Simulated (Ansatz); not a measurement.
Two isomers of C3H7NO2: A = `CC(N)=C(O)O`, B = `CC(O)NC=O`.

Isolated molecules relaxed with PBE0-D4/def2-TZVP in Ansatz; ΔE leaves out vibrations. CBS: MP2 limit from def2 TZ/QZ plus the TZ coupled-cluster correction, frozen cores. DFT in def2-TZVPP. B3LYP here is the variant with VWN-RPA as its local correlation; programs differ in this. Each species was taken in one conformer, which may not be the lowest.

(1) Which isomer does CCSD(T)/CBS put lower? Give the gap. (Estimate.)

(2) Give E(B) − E(A) in kcal/mol with ωB97M-V, B3LYP, CCSD/def2-TZVPP, HF/def2-TZVPP, PBE0-D4, MP2/def2-TZVPP, PBE-D4. (Estimate.)

Largest T1 diagnostic: 0.014.

Results:

(1) Ansatz gave: B, by 16.3 kcal/mol.

(2) Computed: ωB97M-V -16.9, B3LYP -17.9, CCSD/def2-TZVPP -17.4, HF/def2-TZVPP -21.8, PBE0-D4 -16.3, MP2/def2-TZVPP -17.7, PBE-D4 -16.4. None reverses the order clearly.

In def2-TZVPP, CCSD(T) changes the Hartree–Fock value by +4.5 kcal/mol (the triples alone add +0.1 kcal/mol) and MP2 by +4.0 kcal/mol.
